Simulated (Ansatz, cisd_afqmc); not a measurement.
System: HCl, charge 0, singlet. HCl (SMILES Cl).
B3LYP-D3(BJ)/def2-TZVP minimum from Ansatz (an electronic-structure program):
```
Cl
H 1 1.2820
```

Total energies in cc-pV(Q+d)Z, 8 correlated electrons, 5 frozen orbitals. Radicals and triplets start from unrestricted determinants; spin-orbit coupling is neglected. Cores are frozen in correlated methods. No relativity. AFQMC/CISD: phaseless, guided by CISD from CCSD amplitudes; bars are statistical, one sigma. Outlying blocks are dropped, and bars are widened where a walk drifts. Over all cases where full CI ran beside it in this data, AFQMC minus full CI had a median of +0.1 mEh and passed +0.4 mEh in a tenth of the cases.

```
method         program         energy (Eh)  minus CCSDT(Q) (mEh)
----------  ----------  ------------------  --------------------
HF              Ansatz          -460.11172                253.07
MP2             Ansatz          -460.33493                 29.86
CCSD            Ansatz          -460.35414                 10.64
CCSD(T)         Ansatz          -460.36384                  0.95
CCSDT(Q)        Ansatz          -460.36479                  0.00
AFQMC/CISD  cisd_afqmc  -460.3649 ± 0.0002            -0.1 ± 0.2
```

Rough core times of Ansatz's runs on a shared machine: CCSD(T) under 20 s, CCSDT(Q) 70 s.
